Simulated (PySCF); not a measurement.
Point-charge models of 1-azetine (`C1=NCC1`) against its computed dipole.

Coordinates (GFN2-xTB, Å) and charges (e) from the PBE0/pcSseg-1 density (PySCF):

| atom | x | y | z | Mulliken | IAO | Hirshfeld | ESP-fitted |
| --- | --- | --- | --- | --- | --- | --- | --- |
| C1 | 1.112 | -0.269 | 0.157 | +0.0605 | +0.0155 | +0.0401 | +0.5229 |
| N2 | 0.328 | -1.192 | 0.567 | -0.3611 | -0.2942 | -0.1835 | -0.6530 |
| C3 | -0.862 | -0.418 | 0.168 | -0.0491 | -0.1480 | -0.0256 | +0.3999 |
| C4 | 0.086 | 0.700 | -0.329 | -0.2882 | -0.3177 | -0.0796 | -0.6260 |
| H5 | 2.188 | -0.257 | 0.185 | +0.0982 | +0.1488 | +0.0579 | -0.0045 |
| H6 | -1.450 | -0.924 | -0.596 | +0.1290 | +0.1477 | +0.0483 | +0.0090 |
| H7 | -1.496 | -0.165 | 1.016 | +0.1290 | +0.1478 | +0.0483 | +0.0134 |
| H8 | 0.078 | 0.887 | -1.402 | +0.1409 | +0.1500 | +0.0471 | +0.1707 |
| H9 | 0.029 | 1.644 | 0.209 | +0.1408 | +0.1500 | +0.0471 | +0.1677 |

Problem. Compute μ = Σ q r for each scheme (1 e·Å = 4.803 D) and compare with the dipole of the full density.

Solution. The full density gives (-0.22, 2.18, -1.03) D, 2.42 D in size; dipole vectors point from the negative to the positive end.

```
    scheme     μx    μy     μz  size (D)  share of the full size (%)  angle to the full dipole (°)
  Mulliken  -0.88  2.04  -0.98      2.43                         100                            16
       IAO  -0.35  1.76  -0.83      1.98                          82                             5
 Hirshfeld  -0.05  1.03  -0.48      1.14                          47                             3
ESP-fitted  -0.27  2.16  -1.02      2.40                          99                             1
```

Problem. Which set comes closest?

Solution. Length of the difference vector: ESP-fitted 0.05 D, IAO 0.48 D, Mulliken 0.68 D, Hirshfeld 1.28 D. Closest: ESP-fitted. 

Problem. What is left for the Hirshfeld atoms' own dipoles?

Solution. The Hirshfeld atoms' densities add up to the full density, so μ = Σ q r + Σ (atomic dipoles). The atomic dipoles sum to (-0.22, 2.18, -1.03) − (-0.05, 1.03, -0.48) = (-0.17, 1.15, -0.55) D, 1.28 D in size.

Problem. With the origin at the mean of the coordinates, (0.002, 0.001, -0.003) Å, which are the largest single terms, by size, of the Hirshfeld dipole along the direction of the full one?

Solution. N2 +1.19, H9 +0.31, H8 +0.31, C4 -0.29, H5 -0.14 D; all 9 atoms together +1.14 D. The single terms depend on the origin, their sum doesn't.

Problem. Give the size of the full dipole in other units.

Solution. 2.42 D = 0.951 au = 0.504 e·Å = 8.07 × 10⁻³⁰ C·m.

Geometry: GFN2-xTB; no solvent, vibrations or thermal averaging.
